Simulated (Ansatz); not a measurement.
Computed with Ansatz.

A structure relaxed at PBE0-D4/def2-TZVP, charge 0, multiplicity 2:

Cartesian coordinates in Å:
```
Si -0.3537 -1.4248 1.0355
N -0.6307 0.0538 0.1820
Si 0.5403 1.1092 -0.5319
H 0.8775 -2.0489 0.4717
H -1.5350 -2.3195 0.8415
H -1.5783 0.4036 0.2273
H 0.2166 1.3798 -1.9585
H 1.8535 0.4261 -0.4358
H 0.6098 2.4207 0.1681
```

Problem. Give its formula and SMILES.

Solution. H6NSi2, `[SiH2]N[SiH3]`.

Problem. Summarise the bond lengths by kind.

Solution. 2 × N–Si 1.730 to 1.731 Å; 5 × H–Si 1.483 to 1.494 Å; 1 × H–N 1.011 Å.
